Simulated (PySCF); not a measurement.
# Relaxation of singlet S₂H₂

All numbers come from PBE0 in PySCF with S def2-TZVP, H def2-TZVP; no relativity; density-fitted integrals. A (50,194) grid was used.

A hand-made rhombic ring start, of D2h symmetry, held to at least that symmetry:

```xyz
4
charge 0 multiplicity 1, angstrom
S     0.9759    0.0000    0.0000
S    -0.9759    0.0000    0.0000
H     0.0000    1.0466    0.0000
H     0.0000   -1.0466    0.0000
```

Optimiser trace:
| step | E − E(last) (kJ/mol) | largest gradient (Eh/bohr) |
| --- | --- | --- |
| 0 | 189.41 | 0.21686 |
| 1 | 18.94 | 0.05171 |
| 2 | 3.50 | 0.02044 |
| 3 | 0.11 | 0.00340 |
| 4 | 0.00 | 0.00024 |
| 5 | 0.00 | 0.00006 |

It ends at D2h with S–H 1.547 Å (×4); H–S–H 78.7° (×2), S–H–S 101.3° (×2). A frequency run shows 2 imaginary modes, down to 1030i cm⁻¹, so it is a higher-order saddle point. Other isomers or separated fragments may lie lower.
